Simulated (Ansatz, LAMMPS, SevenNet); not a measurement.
# Wurtzite ZnO: properties by level of theory

Reference values: lattice constant a 3.248 Å (measured, 4 K, no zero-point or thermal correction; as tabulated in arXiv:1206.3780); lattice parameter c 5.204 Å (measured, 4 K, not corrected to a static lattice; as tabulated in arXiv:1206.3780); bulk modulus 143 GPa (measured, temperature not stated, not corrected to a static lattice; as tabulated in Toher et al. (2017), arXiv:1611.05714); elastic constant C11 207 GPa (measured, temperature not stated, no zero-point or thermal correction; as tabulated in Oses et al. (2018), arXiv:1811.08464); elastic constant C44 44.8 GPa (measured, temperature not stated, not corrected to a static lattice; as tabulated in Oses et al. (2018), arXiv:1811.08464).

| level (code) | lattice constant a (Å) | c axis length (Å) | bulk modulus B0 (GPa) | elastic constant C11 (GPa) | elastic constant C44 (GPa) |
|---|---|---|---|---|---|
| ReaxFF ZnOH (LAMMPS) | 3.278 | 5.310 | 129 | 185 | 32.9 |
| SevenNet-0 (SevenNet) | 3.289 | 5.300 | ? | 187 | 34.9 |
| PBE (Ansatz) | 3.279 | ? | 129 | 188 | 37.1 |

Problem. Complete the blanks.

Solution. 
- SevenNet-0 (SevenNet), bulk modulus B0 (GPa): 134
- PBE (Ansatz, a program for electronic structure), c axis length (Å): 5.293

Differences from the reference values (errors of the level alone only where the reference is corrected to a static lattice):

```
level        lattice constant a (%)  lattice parameter c (%)  bulk modulus (%)  elastic constant C11 (%)  elastic constant C44 (%)
-----------  ----------------------  -----------------------  ----------------  ------------------------  ------------------------
ReaxFF ZnOH                   +0.92                    +2.04              -9.8                     -10.6                       -27
SevenNet-0                    +1.26                    +1.84              -6.3                      -9.7                       -22
PBE                           +0.95                    +1.71              -9.8                      -9.2                     -17.2
```

Nearest: lattice constant a, not ranked (one source); lattice parameter c, not ranked (one source); bulk modulus, not ranked (reference at room or unstated temperature); elastic constant C11, not ranked (reference at room or unstated temperature); elastic constant C44, not ranked (reference at room or unstated temperature). Empirical potentials aren't ranked on values they can be fitted to.

Empirical potentials (ReaxFF ZnOH) are fitted to chosen data, which need not cover the solid at hand: agreement can be built in, and what lay outside the fit can be far off. Machine-learned potentials (SevenNet-0) are trained on DFT data, which may include these solids.

Ansatz's density-functional and Hartree–Fock values are scalar-relativistic unless marked +SOC, with PAW data made under PBE.

Differences are worked out from the printed values.
